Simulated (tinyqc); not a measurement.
Stretching all distances: RHF, UHF, MP2, CISD and CCSD against full CI in the sto-3g basis, for H2F+, spin multiplicity 1. Computed by the program tinyqc with PySCF. All coordinates are multiplied by the scale. c0^2 is the weight of the RHF determinant in the lowest singlet FCI state (UHF is spin-contaminated and may lie near states of higher spin) and n(LUMO) the first natural occupation beyond the occupied space.

Geometry (angstrom):
```
atom       x        y       z
F     0.0000   0.0000  0.0000
H     0.0000   0.7630  0.5440
H     0.0000  -0.7630  0.5440
```

Full CI energy (hartree) and errors against it (kcal/mol):
```
scale   distance 1-2 (angstrom)      E(FCI)       RHF      UHF      MP2    CISD    CCSD  <S^2> UHF    c0^2  n(LUMO)
0.9200                   0.8621  -98.861597   20.9361  20.9361   4.8506  0.2220  0.1312     0.0000  0.9860   0.0149
1.1500                   1.0776  -98.898604   33.9403  33.9403   8.8491  0.7040  0.4253     0.0000  0.9665   0.0331
1.3700                   1.2838  -98.823875   50.4541  50.4541  13.9285  1.7513  1.1311     0.0000  0.9304   0.0638
1.6000                   1.4993  -98.728127   71.5737  59.1131  19.8152  3.6059  2.4558     0.6833  0.8682   0.1200
1.8300                   1.7148  -98.643336   95.3948  45.6406  25.1479  5.9870  3.9991     1.1584  0.7789   0.1988
2.0500                   1.9210  -98.581414  118.1176  31.1180  31.6807  7.6523  4.5701     1.3451  0.6466   0.2850
```

What does the comparison show, and why?

UHF parts from RHF first at scale 1.6 of those listed, where <S^2> leaves zero. The weight c0^2 goes from 0.99 to 0.65 and n(LUMO) from 0.01 to 0.28: static correlation grows as the bonds break into open-shell fragments. The spread of the error along the curve, which distorts its shape, is CCSD 4.4, CISD 7.4, MP2 26.8, UHF 38.2, RHF 97.2 kcal/mol. The table stops here: at scale 2.28 and beyond, the reference weight falls under 0.45 or RHF, UHF or CCSD hop between solutions, so those rows were left out and the spreads given cover only the rows shown. As computed, partly on other solutions, the errors there reach in size RHF 137, UHF 20, MP2 42, CISD 5, CCSD 3 kcal/mol.
